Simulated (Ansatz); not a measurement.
in.yaml

```yaml
crystal:
  periodic: [false, false, false]
  atoms:
    - {symbol: Al, position_ang: [0.000000, 0.000000, 0.541126]}
    - {symbol: C, position_ang: [0.000000, 0.000000, -1.428933]}
    - {symbol: H, position_ang: [0.000000, 1.405499, 1.270943]}
    - {symbol: H, position_ang: [0.000000, -1.405499, 1.270943]}
basis:
  gaussian: {orbitals: cc-pVTZ}
total_charge: 1
magnetization: {spin_polarized: true, initial_magnetization: 2}
correlation: {method: ccsdt_q, electrons: outside_noble_gas}
```

```sh
$ ansatz run in.yaml --threads 2 --pin off --events-out ev --progress --plain --max-ram 24576MiB --backend cuda --devices 0, --max-vram 18GiB
```

The program prints:

```
1131 factors; integrals over basis functions are off by at most 2.4e-7 eV
mean field evaluation 1: about -7631.0602 eV, gradient 9.0e0 eV
mean field evaluation 2: about -7631.0650 eV, gradient 9.1e0 eV
mean field evaluation 4: about -7632.4899 eV, gradient 1.2e0 eV
mean field evaluation 8: about -7632.5333 eV, gradient 4.4e-3 eV
mean field evaluation 16: about -7632.4842 eV, gradient 1.2e0 eV
mean field evaluation 32: about -7632.3621 eV, gradient 1.8e0 eV
mean field evaluation 64: about -7632.2414 eV, gradient 5.2e0 eV
mean field evaluation 96: about -7625.9430 eV, gradient 1.0e1 eV
mean field evaluation 128: about -7631.6582 eV, gradient 2.7e0 eV
mean field evaluation 160: about -7631.6547 eV, gradient 2.7e0 eV
...
cycle  20  -4.82196974 eV  change   -7.3e-6 eV  update   1.9e-5
cycle  21  -4.82198318 eV  change   -1.3e-5 eV  update   1.2e-5
cycle  22  -4.82198661 eV  change   -3.4e-6 eV  update   7.6e-6
cycle  23  -4.82198489 eV  change    1.7e-6 eV  update   6.7e-6
cycle  24  -4.82198091 eV  change    4.0e-6 eV  update   3.5e-6
cycle  25  -4.82197964 eV  change    1.3e-6 eV  update   2.2e-6
cycle  26  -4.82197949 eV  change    1.5e-7 eV  update   1.8e-6
cycle  27  -4.82198030 eV  change   -8.1e-7 eV  update   1.9e-6
cycle  28  -4.82198074 eV  change   -4.4e-7 eV  update   1.5e-6
cycle  29  -4.82198093 eV  change   -2.0e-7 eV  update   9.9e-7
perturbative correction -0.00962135 eV, -0.0003535782 hartree
Total energy: -7637.36489644 eV, -280.6679831522 hartree
```

Ran on 2 threads of AMD EPYC 7R13 with a shared H100 80 GB, shared host: 37 s wall, 0.91 GiB peak host memory.
